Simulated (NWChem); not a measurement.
PH$_{2}$, doublet; SMILES [PH2]

All runs: NWChem. Spin-unrestricted. In the optimisation the excess spin sits in b2 (C2v, its own frame). The geometry was optimised at PBE0/def2-SVP, spin-unrestricted. No stability test was run on the SCF state. Level: PBE0/def2-SVP with SMD (1 M gas to 1 M solution), gas-phase geometry. Reactions with the solvent are ignored.

Problem. What does the run give for solvent ethylene glycol? Quantities: solvation free energy (kcal/mol); cavity-dispersion-structure term (kcal/mol); dipole in solution (D).

Solution. 
```
Item                                         Result
-------------------------------------------  ------
solvation free energy (kcal/mol)                0.8
cavity-dispersion-structure term (kcal/mol)     1.7
dipole in solution (D)                         1.16
```
